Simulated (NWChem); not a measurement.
# Correlation energy of phosphine (H3P)

```xyz
4

P     -0.1302    -0.0034     0.0000
H      0.6666    -0.5810     1.0357
H      0.6666    -0.5810    -1.0357
H      0.6204     1.2123     0.0000
```
Charge 0, spin multiplicity 1.

The numbers come from NWChem runs, not from measurements. Structure: optimised with PBE0/def2-SVP, a minimum by its harmonic frequencies.

Basis set: cc-pVDZ. Each correlation energy counts from its own Hartree-Fock reference.

The correlated methods keep 5 core orbitals frozen. Coupled-cluster values serve here as a point of comparison, not as the truth.

**Question.** One of these methods gave a correlation energy of -167.1 mHa. Which?
A. MP2
B. CCSD
C. CR-CCSD[T]
D. SCS-MP2

**Answer.** C, CR-CCSD[T]. The others give -142.6 (SCS-MP2), -163.9 (CCSD), -135.0 (MP2).
